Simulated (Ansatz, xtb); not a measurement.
# CH4BO: 4 structures ranked

4 gas-phase structures of CH4BO, found in a search over its isomers (lower ones may exist). Each was relaxed with GFN2-xTB:

A. `[BH]OC`, a doublet
B. a doublet given by its coordinates
C. `[CH2]BO`, a doublet
D. `C[B]O`, a doublet

B (Å):

```xyz
7

C    -0.8845   -0.1608    0.8665
B     0.7012    0.1531    0.4909
O     1.7056   -0.3528    1.0072
H     0.6882    0.9709   -0.3824
H    -1.3920   -0.5259   -0.0174
H    -1.3522    0.7540    1.2084
H    -0.8970   -0.9092    1.6484
```

Close contacts (Å): C1–B2 1.66, B2–O3 1.24, C1–H5 1.08, C1–H6 1.08, C1–H7 1.08, B2–H4 1.20.

Make a reasoned guess at their ranking by r2SCAN-D4/def2-SVP single-point energy.

Calculated order at r2SCAN-D4/def2-SVP: C (0.0), B (13.7), D (26.2), A (120.8) kJ/mol.

Energies above the lowest of each column, in kJ/mol; the last columns are at B3LYP-D3(BJ)/def2-SVP geometries and were run for some of them only (a dash: not run or not comparable):

```csv
structure,GFN2-xTB,HF/STO-3G,r2SCAN-D4/def2-SVP,B3LYP-D3(BJ)/def2-SVP,CCSD(T)/def2-TZVP
C,38.6,49.4,0.0,0.0,0.0
B,0.0,0.0,13.7,2.2,20.6
D,77.1,117.2,26.2,29.3,31.7
A,81.4,156.2,120.8,–,–
```

CCSD(T)/def2-TZVP puts C lowest of those it was run on; GFN2-xTB picks B, HF/STO-3G picks B. Flexible structures stand in one conformer each, not always the lowest. Frequencies (B3LYP-D3(BJ)/def2-SVP) were run for B, C, D alone. Open shells are spin-unrestricted.

Over these structures GFN2-xTB departs from r2SCAN-D4/def2-SVP by 35.7 kJ/mol on average once a common shift is removed. A GFN2-xTB relaxation took about 0.22 s and the r2SCAN-D4/def2-SVP energy about 4.5 s on a shared host (Ansatz 0.2.0, xtb 6.7.1).
